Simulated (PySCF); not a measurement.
C₂H, multiplicity 2. Atoms are numbered in the order given.

```xyz
3

C      0.0000     0.0000     0.7283
C      0.0000     0.0000    -0.4720
H      0.0000     0.0000    -1.5381
```
Charge 0, spin multiplicity 2.

The structure is a stationary point at PBE0-D3(BJ)/def2-TZVPD. The isomer is the one that the SMILES or the coordinates give; other isomers of the formula were not compared.

These are PBE0-D3(BJ)/def2-TZVPD (PySCF) values and carry that method's errors.

Harmonic, unscaled wavenumbers; measured fundamentals usually lie a few per cent lower.

Modes within 1.5 cm⁻¹ of each other (mostly degenerate sets) share a row, with their intensities summed.

```csv
mode,ν (cm⁻¹),IR (km/mol),moving atoms (share of kinetic energy)
1–2,481,3.6,"H 73 %, C 27 %"
3,2106,4.1,"C 90 %, H 10 %"
4,3464,58.8,"H 86 %, C 14 %"
```
